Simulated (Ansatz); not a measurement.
**CH₂B+ (triplet): the correlation ladder, cc-pVTZ**

How much of the correlation energy of CH₂B+ (triplet) does each wave-function method recover here?

Program: Ansatz 0.2.0, Gaussian basis. Level of theory: cc-pVTZ, core rule «outside noble gas», up to 2 orbitals frozen. These are calculated values, not measurements.

The runs, in order: UHF; CCSD(T) on ROHF; CCSD(T) on UHF; BCCD(T) on ROHF; CCSDT(Q) on ROHF; CCSDT(Q) on UHF; CASSCF and MRCISD+Q, 8 electrons in 10 orbitals; CASSCF and NEVPT2, 8 electrons in 10 orbitals.

5 further runs of the same task are left out: 5 set aside as unsound or not needed.

**1. What is computed**

The geometry is a PBE0/def2-TZVP stationary point (not a proven minimum) of the parent state, kept for this charge and spin.

4 atoms, charge 1, spin multiplicity 3.

Atoms are counted from 1 here; the program's logs count them from 0.

Bond lengths: B1–C2 1.382 Å, C2–H3 1.086 Å, C2–H4 1.086 Å. Angles: B1–C2–H3 121.6°, B1–C2–H4 121.6°, H3–C2–H4 116.9°.

As a file:

```
B     0.0000    0.0000    0.8265
C     0.0000    0.0000   -0.5553
H     0.0000   -0.9252   -1.1237
H     0.0000    0.9252   -1.1237
```

**2. UHF**

Contents of in.yaml:

```yaml
crystal:
  periodic: [false, false, false]
  atoms:
    - {symbol: B, position_ang: [0.000000, 0.000000, 0.826501]}
    - {symbol: C, position_ang: [0.000000, 0.000000, -0.555344]}
    - {symbol: H, position_ang: [0.000000, -0.925158, -1.123694]}
    - {symbol: H, position_ang: [0.000000, 0.925158, -1.123694]}
basis:
  gaussian: {orbitals: cc-pVTZ}
total_charge: 1
magnetization: {spin_polarized: true, initial_magnetization: 2}
hamiltonian: {xc: hf}
output: {orbitals: {seedname: orbitals}}
```

Run with:

```console
$ ansatz run in.yaml --threads 1 --pin off --events-out ev --progress --plain --max-ram 2560MiB --backend cpu
```

The runs that follow: CCSD(T) on ROHF; CCSD(T) on UHF; BCCD(T) on ROHF; CCSDT(Q) on ROHF; CCSDT(Q) on UHF; CASSCF and MRCISD+Q, 8 electrons in 10 orbitals; CASSCF and NEVPT2, 8 electrons in 10 orbitals.

**Question.** What will the summary of the whole plan be? Wanted: UCCSDT(Q) below the RHF energy; RMP2 from UCCSDT(Q); UMP2 from UCCSDT(Q); RCCSD from UCCSDT(Q); RCCSD(T) from UCCSDT(Q); UCCSD(T) from UCCSDT(Q); RCCSDT(Q) from UCCSDT(Q); NEVPT2 valence from UCCSDT(Q); MRCISD+Q valence from UCCSDT(Q).

The runs gave:

```
                         quantity                                                                     value
   UCCSDT(Q) below the RHF energy                                                                -5.6186 eV
              RMP2 from UCCSDT(Q)                                                           +19.47 kcal/mol
              UMP2 from UCCSDT(Q)                                                           +19.48 kcal/mol
             RCCSD from UCCSDT(Q)                                                            +4.95 kcal/mol
          RCCSD(T) from UCCSDT(Q)                                                            +0.69 kcal/mol
          UCCSD(T) from UCCSDT(Q)                                                            +0.68 kcal/mol
         RCCSDT(Q) from UCCSDT(Q)                                                            +0.03 kcal/mol
    NEVPT2 valence from UCCSDT(Q)                                                           +14.79 kcal/mol
  MRCISD+Q valence from UCCSDT(Q)                                                            +0.81 kcal/mol
levels within 1 kcal/mol (43 meV)  RCCSD(T), UCCSD(T), BCCD(T), RCCSDT, UCCSDT, RCCSDT(Q), MRCISD+Q valence
                    T1 diagnostic                                                                     0.019
   effectively unpaired electrons                                                                      2.01
```

RCCSD(T) misses by +0.69 kcal/mol, 0.5 % of the correlation energy. One determinant dominates. Of the multireference levels listed MRCISD+Q valence comes nearest in total energy (+0.81 kcal/mol), which doesn't show that its space is the better one. These misses are within one basis, not against nature; the frozen cores of restricted and unrestricted runs differ, which can shift their rows.
